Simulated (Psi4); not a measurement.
# H2S (hydrogen sulfide): the dipole moment, rung by rung

H2S has 3 atoms, charge 0, and is taken as a singlet. SMILES: `S`. The shape was relaxed beforehand at PBE0/def2-TZVP.

```xyz
3

S     0.5048   -0.2895    0.2540
H     0.1245    0.9940    0.1683
H    -0.6087   -0.7175   -0.3596
```

Each level gives the dipole moment (D). The values are calculated.

**What was measured.** NIST CCCBDB gives the dipole moment of the gas as 0.97 D.

| level | kind | program | value (D) | computed − measured | CPU time |
| --- | --- | --- | --- | --- | --- |
| PBE-D4/def2-TZVPP (density fitting) | GGA | Psi4 | 1.08 | +0.11 | 17 s |
| r2SCAN-D4/def2-TZVPP (density fitting) | meta-GGA | Psi4 | 1.13 | +0.16 | 32 s |
| B3LYP-D4/def2-TZVPP (density fitting) | global hybrid | Psi4 | 1.07 | +0.10 | 16 s |
| PBE0-D4/def2-TZVPP (density fitting) | global hybrid | Psi4 | 1.12 | +0.15 | 18 s |
| wB97M-V/def2-TZVPP (density fitting) | range-separated hybrid | Psi4 | 1.06 | +0.09 | 36 s |

Nearest: wB97M-V/def2-TZVPP (density fitting) (+0.09 D); farthest: r2SCAN-D4/def2-TZVPP (density fitting) (+0.16 D). The measured dipole is a vibrational average, so differences of a few hundredths of a debye mean little. Computed less measured by kind, in D (def2-TZVPP rows): GGA +0.11; meta-GGA +0.16; global hybrid +0.10 to +0.15; range-separated hybrid +0.09. Magnitudes only. CPU times are rough (shared hosts, several kinds of processor): they show what a rung costs within a factor of a few.
